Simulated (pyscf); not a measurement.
A first-order saddle from PySCF, ωB97X-D3(BJ)/def2-SVP:

```xyz
13

C     -1.6494    -1.2916    -0.4655
C     -0.7553    -0.2246     0.0842
C      0.5494    -0.1679     0.0328
H     -2.2857    -1.7124     0.3319
H     -1.1160    -2.1335    -0.9485
H     -2.3421    -0.8653    -1.2114
H      1.3687    -0.7705    -0.3757
C     -0.5024     1.9184     1.1419
O      1.0620     1.0720     0.6070
H     -1.0488     2.2661     0.2669
H      0.1657     2.6843     1.5631
H     -1.1304     1.4296     1.8850
H      1.5758     0.8723     1.4092
```
Charge 0, spin multiplicity 1.

Surface: singlet, charge 0. Lowest wavenumbers (cm⁻¹): 695i, 108, 207, 219, 275.

**Question.** Name the species on either side of this saddle.

**Answer.** `[CH]#[C][CH3]` + `[CH3][OH]` ⇌ `[CH3][C]([CH3])=[CH][OH]`, an addition across a multiple bond or ene-type step read from left to right: C–O broken and C–C, C–O formed. At ωB97M-D3(BJ)/def2-TZVP it lies +77.4 kcal/mol from the left side and +121.4 kcal/mol from the right (each side as separated species at their lowest minima found). From the product side, H₃C–C•(CH₃)–CH=O + H• lies, by one bond made or cut, 39.4 kcal/mol under this saddle at ωB97M-D3(BJ)/def2-TZVP. H₃C–C(CH₃)=CH–OH lies 13.8 kcal/mol over its isomer H₃C–CH₂–C(CH₃)=O (electronic energy, ωB97M-D3(BJ)/def2-TZVP). This is the saddle that the search found; another between the same sides may lie lower.
